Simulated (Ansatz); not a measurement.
## Scan of GeH2, triplet

Starting geometry (PBE0/def2-TZVP stationary point for this spin, not checked as a minimum):

```xyz
3

Ge    0.0000   -0.0208    0.0000
H     0.0000    0.7490   -1.3344
H     0.0000    0.7490    1.3344
```

From there the angle named below is changed in its plane at fixed bond lengths, both arms turning rigidly about the middle atom; atoms are numbered as listed. Energies are in kJ/mol, counted from the starting geometry at the same level. Kohn–Sham curves are unrestricted where that lies lower.

Basis cc-pVDZ; Ansatz 0.2.0. Correlated methods freeze the noble-gas cores and the filled d shells of p-block atoms. No spin–orbit coupling is included, and no scalar relativity.

In so small a basis the reference is far from its limit while semilocal and hybrid functionals are nearer theirs (RPA and double hybrids share much of the reference's basis error), so the functionals' errors here hold much of the reference's basis and frozen-core error, which can add to them or hide them.

Full CI is exact within this basis and frozen core; it isn't the basis-set limit.

| angle H2-Ge1-H3 (°) | full CI | SPW92 | PBE | r2SCAN | PBE0 | B3LYP | r2SCAN0 | wB97M-V | B2PLYP | RPA-PBE |
| --- | --- | --- | --- | --- | --- | --- | --- | --- | --- | --- |
| 71.7 | 120.2 | 118.6 | 119.6 | 122.7 | 122.8 | 123.2 | 124.3 | 121.8 | 123.9 | 113.0 |
| 89.9 | 42.0 | 42.6 | 42.5 | 43.4 | 43.6 | 43.2 | 43.9 | 42.7 | 43.4 | 39.1 |
| 108.7 | 5.1 | 5.9 | 5.7 | 5.6 | 5.7 | 5.5 | 5.6 | 5.3 | 5.4 | 4.3 |
| 120.0 | 0.0 | 0.0 | 0.0 | 0.0 | 0.0 | 0.0 | 0.0 | 0.0 | 0.0 | 0.0 |
| 125.2 | 1.4 | 0.8 | 0.9 | 1.1 | 1.1 | 1.2 | 1.2 | 1.3 | 1.3 | 1.6 |
| 140.9 | 18.3 | 14.8 | 15.8 | 17.0 | 17.0 | 17.7 | 17.9 | 18.0 | 18.4 | 18.5 |
| 159.6 | 58.6 | 48.8 | 51.6 | 54.3 | 55.4 | 57.7 | 57.0 | 58.1 | 59.6 | 57.8 |
| 180.0 | 95.1 | 76.5 | 81.3 | 82.8 | 88.1 | 93.5 | 88.2 | 93.9 | 97.5 | 92.6 |

Q: Judged by the spread of the error over the points with a reference (largest less smallest), which of these follows full CI best and which worst?

A: Subtracting the full CI column from each: best wB97M-V (errors from -1.3 to 1.7, spread 2.9 kJ/mol), worst SPW92 (from -18.6 to 0.8, spread 19.4 kJ/mol). Functionals and wave-function methods converge differently with the basis, so part of this is basis effect.
